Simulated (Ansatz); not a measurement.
**Si₂H₃ radical: geometry and frequencies at several levels**

Aim: geometry and frequencies at several levels, for Si₂H₃ radical, with the cost of each level. Spin multiplicity 2.

Program: Ansatz 0.2.0. Level of theory: the levels named in each step. These are calculated values, not measurements.

## (1) Starting point

Bond lengths: Si1–Si2 2.202 Å, Si1–H3 1.510 Å, Si2–H4 1.483 Å, Si2–H5 1.479 Å. Angles: Si1–Si2–H4 151.1°, Si1–Si2–H5 110.2°, H4–Si2–H5 98.7°, Si2–Si1–H3 102.7°.

Structure file:

```xyz
5

Si    1.0045   -0.5481    0.0423
Si   -0.9398    0.4829   -0.0366
H     1.9886    0.5899   -0.0841
H    -1.7490    1.7207   -0.1517
H    -2.0425   -0.4960    0.0769
```

## (2) A rough first relaxation, PBE-D4/def2-SVP

The input, input.yaml:

```yaml
crystal:
  periodic: [false, false, false]
  atoms:
    - { symbol: Si, position_ang: [1.0045, -0.54805, 0.04231] }
    - { symbol: Si, position_ang: [-0.9398, 0.48293, -0.0366] }
    - { symbol: H, position_ang: [1.98861, 0.58986, -0.08412] }
    - { symbol: H, position_ang: [-1.74897, 1.7207, -0.15174] }
    - { symbol: H, position_ang: [-2.04251, -0.49604, 0.07689] }
magnetization:
  spin_polarized: true
  initial_magnetization: 1
basis:
  gaussian: { orbitals: def2-SVP }
hamiltonian:
  xc: pbe
  dispersion: d4
relax:
  f_tol: 0.03
  max_steps: 200
```

Run with:

```
$ ansatz run input.yaml --threads 2 --pin off --max-ram 5120MiB --backend cpu --events-out ev --progress --plain --runs-dir out
```

The runs that follow: Relaxation, HF/STO-3G; Frequencies, HF/STO-3G; Relaxation, HF/6-31G*; Frequencies, HF/6-31G*; Relaxation, LDA/def2-SVP; Frequencies, LDA/def2-SVP; Relaxation, PBE-D4/def2-SVP; Frequencies, PBE-D4/def2-SVP; Relaxation, PBE0-D4/def2-TZVPP; Relaxation, MP2/def2-TZVPP.

Q: Predict the outcome of this session. Wanted: Si1–Si2 at PBE0-D4/def2-TZVPP; frequencies at PBE-D4/def2-SVP.

**Answer**, as computed:

| quantity | value |
| --- | --- |
| Si1–Si2 at PBE0-D4/def2-TZVPP | 2.274 Å |
| frequencies at PBE-D4/def2-SVP | 236 to 2148 cm⁻¹ |

In words: The Si–Si distance spreads over 0.083 Å, from HF/STO-3G (shortest) to HF/6-31G*. No mode is imaginary, so the geometry is a minimum. <S²> exceeds the pure value by up to 0.39: some mean fields break spin symmetry, which blurs their results.
